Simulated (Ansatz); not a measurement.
**SiC+ (quartet): wave-function methods side by side, cc-pVTZ**

An exercise on one series of results from a longer session: the logs are not shown, and one member is left open.

Computed with Ansatz 0.2.0, Gaussian basis. Level: cc-pVTZ, core rule «outside noble gas», up to 6 orbitals frozen.

The runs, in order: UHF; CCSD(T) on ROHF; CCSD(T) on UHF; BCCD(T) on ROHF; CISD; CCSDT(Q) on ROHF; CCSDT(Q) on UHF; CASSCF and MRCISD+Q, 7 electrons in 8 orbitals; CASSCF and NEVPT2, 7 electrons in 8 orbitals.

18 further runs of the same task are left out: 8 that didn't finish, 10 set aside as unsound or not needed.

## What is computed

The geometry is a PBE0/def2-TZVP stationary point (not a proven minimum) of the parent state, kept for this charge and spin.

2 atoms, charge 1, spin multiplicity 4.

Atoms are counted from 1 here; the program's logs count them from 0.

Bond lengths: Si1–C2 1.710 Å.

The first run:

File in.yaml:

```yaml
crystal:
  periodic: [false, false, false]
  atoms:
    - {symbol: Si, position_ang: [0.000000, 0.000000, 0.000000]}
    - {symbol: C, position_ang: [0.000000, 0.000000, 1.709998]}
basis:
  gaussian: {orbitals: cc-pVTZ}
total_charge: 1
magnetization: {spin_polarized: true, initial_magnetization: 3}
hamiltonian: {xc: hf}
output: {orbitals: {seedname: orbitals}}
```

Started as:

```
$ ansatz run in.yaml --threads 1 --pin off --events-out ev --progress --plain --max-ram 2393MiB
```

Among the steps run: UHF; CCSD(T) on ROHF; CCSD(T) on UHF; BCCD(T) on ROHF; CISD; CCSDT(Q) on ROHF; CCSDT(Q) on UHF; CASSCF and MRCISD+Q, 7 electrons in 8 orbitals; CASSCF and NEVPT2, 7 electrons in 8 orbitals.

One of the session's tables, all rows but one given; the rest of the session is left out.

| method | from UCCSDT(Q) (kcal/mol) |
| --- | --- |
| ROHF | +111.48 |
| UHF | +110.64 |
| RMP2 | +26.42 |
| UMP2 | +26.40 |
| CISD | +10.22 |
| RCCSD | +6.34 |
| UCCSD | +6.29 |
| RCCSD(T) | +1.50 |
| UCCSD(T) | +1.47 |
| BCCD(T) | +1.37 |
| RCCSDT | +0.34 |
| UCCSDT | ? |
| RCCSDT(Q) | +0.06 |
| UCCSDT(Q) | 0 |
| CASSCF valence | +74.10 |
| NEVPT2 valence | +15.80 |
| MRCISD valence | +4.97 |
| MRCISD+Q valence | +1.22 |

**Question.** Estimate the row for UCCSDT.

As computed: from UCCSDT(Q) (kcal/mol): +0.31. In the column «from UCCSDT(Q) (kcal/mol)» it lies between RCCSDT(Q) (+0.06) and RCCSDT (+0.34).

Among the levels timed on like hardware and quicker than the yardstick, those that no quicker one beats, quickest first: RCCSD(T) (1.6 s, +1.50 kcal/mol); BCCD(T) (1.9 s, +1.37 kcal/mol); MRCISD+Q valence (3.2 s, +1.22 kcal/mol).

Caveats from the session: Of the multireference levels listed MRCISD+Q valence comes nearest in total energy (+1.22 kcal/mol), which doesn't show that its space is the better one. Restricted and unrestricted rows rest on different reference determinants; where their highest levels disagree by more than a few hundredths of an eV, they describe different states and don't form one ladder.
